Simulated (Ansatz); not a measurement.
Run this with Ansatz's Python interface and show what comes out.

`ch6n.xyz`
```text
8

C    -0.21871    0.28466   -0.64458
N     0.22180   -0.28835    0.65287
H    -0.04382   -0.42954   -1.44624
H    -1.28046    0.51931   -0.60694
H     0.33615    1.19561   -0.85801
H     0.06299    0.38364    1.41594
H     1.22472   -0.51660    0.62464
H    -0.30266   -1.14873    0.86232
```

The script, `basis_ch6n.py`:
```python
'''Basis-set convergence for CH6N(+).'''

import warnings

import ansatz as az

params = {
    'xc': 'hf',
    'net_charge': 1,
}


def main() -> None:
    warnings.simplefilter('ignore', az.DeckWarning)

    system = az.Crystal.molecule_from_extxyz('ch6n.xyz')

    job = (
        system.calculation()
        .functional(params['xc'])
        .charge(params['net_charge'])
    )

    energies = {}
    for basis in ['STO-3G', '6-31G', '6-31G*', 'def2-SVP', 'def2-SVPD', 'def2-TZVP', 'def2-TZVPP']:
        summary = job.basis(gaussian=basis).run(threads=1, backend='cpu').report
        size = summary['n_frozen'] + summary['n_occupied'][0] + summary['n_virtual'][0]
        energies[basis] = (summary['reference_energy_ev'] / 27.211386246, summary['free_energy_ev'] / 27.211386246)
        print(f'{basis:14s} {size:4d} orbitals  reference {energies[basis][0]:14.6f} Ha  total {energies[basis][1]:14.6f} Ha')

    last = energies['def2-TZVPP'][1]
    for basis, (_, total) in energies.items():
        print(f'{basis:14s} lies {27.211386 * (total - last):9.4f} eV above def2-TZVPP')


if __name__ == '__main__':
    main()
```

Running `python basis_ch6n.py` prints:
```text
STO-3G           16 orbitals  reference     -94.458060 Ha  total     -94.458060 Ha
6-31G            30 orbitals  reference     -95.536708 Ha  total     -95.536708 Ha
6-31G*           42 orbitals  reference     -95.571685 Ha  total     -95.571685 Ha
def2-SVP         58 orbitals  reference     -95.510282 Ha  total     -95.510282 Ha
def2-SVPD        88 orbitals  reference     -95.514472 Ha  total     -95.514472 Ha
def2-TZVP        98 orbitals  reference     -95.615994 Ha  total     -95.615994 Ha
def2-TZVPP      146 orbitals  reference     -95.619537 Ha  total     -95.619537 Ha
STO-3G         lies   31.6054 eV above def2-TZVPP
6-31G          lies    2.2539 eV above def2-TZVPP
6-31G*         lies    1.3021 eV above def2-TZVPP
def2-SVP       lies    2.9730 eV above def2-TZVPP
def2-SVPD      lies    2.8590 eV above def2-TZVPP
def2-TZVP      lies    0.0964 eV above def2-TZVPP
def2-TZVPP     lies    0.0000 eV above def2-TZVPP
```

Against STO-3G: 6-31G -1078.6 mHa, 6-31G* -1113.6 mHa, def2-SVP -1052.2 mHa, def2-SVPD -1056.4 mHa, def2-TZVP -1157.9 mHa and def2-TZVPP -1161.5 mHa. The last step alone is -3.54 mHa (these two sets differ little on atoms other than hydrogen).

What to keep in mind:
- The drop along the ladder measures the basis error, and is no property of the molecule.
- The geometry is a force-field or estimated start, not a minimum of this method, and the last set is no limit. Much of the fall in a total is atomic energy, which cancels in bond and reaction energies.
- Totals across families of basis sets mostly measure their core functions.
- The whole script took 2.2 s on 1 thread of AMD EPYC 7B13 (Zen 3), on a shared host, peak memory 0.25 GiB.
